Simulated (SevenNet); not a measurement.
**1T (CdI2-type) HfS2**

Computed with the machine-learned potential SevenNet-0 (trained on PBE and PBE+U data).

Cell: relaxed at this level.

```yaml
equilibrium_lattice_constant_a: 3.645 Å
lattice_parameter_c: 6.494 Å
```

Measured, for comparison: lattice constant a 3.635 Å (temperature not stated, not corrected to a static lattice; as tabulated in Björkman (2014), arXiv:1406.2436); lattice parameter c 5.83 Å (temperature not stated, zero-point anharmonic expansion removed (computed with revB86b-DF2); no thermal correction; as tabulated in Björkman (2014), arXiv:1406.2436). Computed (rounded) less measured: lattice constant a +0.3 %, lattice parameter c +11.4 %.

A machine-learned potential is trained on density-functional data: it inherits that level's misses and adds fitting errors of its own.

Note: the model's c/a of 1.78 is far from the 1.61 of the starting cell; this model's volume lies 12 % above that of the starting cell (a measured, published or database cell).
